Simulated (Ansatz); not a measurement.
## Fluorite CeO2: polycrystal shear modulus by level of theory

No measured value is used here.

```
level (code)                   value (GPa)  cell (Å³/atom)
-----------------------------  -----------  --------------
LDA (Ansatz)                          87.6           12.82
PBE (Ansatz)                    (withheld)           13.59
PBEsol (Ansatz)                 (withheld)           13.11
r²SCAN (Ansatz)                       78.3           13.39
B3LYP (VWN-RPA form) (Ansatz)         75.3           13.58
HSE06 (Ansatz)                        82.7           13.08
PBE0 (Ansatz)                         82.8           13.09
```

### Question
Some entries are withheld; supply them.

### Answer

- PBE (Ansatz, a quantum-chemistry and plane-wave program), value (GPa): 70.2
- PBEsol (Ansatz), value (GPa): 80.1

The crystal itself was run without spin with LDA, PBE, PBEsol, r²SCAN, B3LYP (VWN-RPA form), HSE06, PBE0; a magnetic state was not tried in these runs. Each level is taken at its own relaxed cell. Cutoffs differ between the levels. Ansatz's density-functional and Hartree–Fock values are scalar-relativistic unless marked +SOC, with PAW data made under PBE.
